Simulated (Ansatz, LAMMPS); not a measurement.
## How well does each level of theory give the elastic constant C11 of wurtzite ZnO?

Reference value: 207 GPa (measured, temperature not stated, no zero-point or thermal correction; as tabulated in Oses et al. (2018), arXiv:1811.08464).

```csv
level (code),value (GPa),cell (Å³/atom)
"ionic model lewis1985b (shell model, LAMMPS)",237,11.47
LDA (Ansatz),221,11.33
PBE (Ansatz),188,12.32
PBE-D3(BJ) (Ansatz),192,12.05
PBE0 (Ansatz),[?],11.92
```

Q: Fill in the missing entries.

A: 
- PBE0 (Ansatz, a first-principles code), value (GPa): 214

Differences against the reference: ionic model lewis1985b +14.5 %, LDA +6.8 %, PBE -9.2 %, PBE-D3(BJ) -7.2 %, PBE0 +3.4 %.

The reference's temperature isn't stated, so close values are not ranked against it.

The reference isn't brought to a static lattice, while the calculations are for one, so the differences are not the levels' errors alone. A static lattice is as a rule stiffer than a warm one, by over a tenth in soft solids.  PBE-D3(BJ): the dispersion coefficients are held fixed in the derivatives. Each level is taken at its own relaxed cell. K meshes differ between the levels. Ansatz's density-functional and Hartree–Fock values are scalar-relativistic unless marked +SOC, with PAW data made under PBE.

Empirical potentials (ionic model lewis1985b) are fitted to chosen data: where that held the value shown, agreement is built in, and what lay outside the fit can be far off.

Differences are worked out from the printed values.
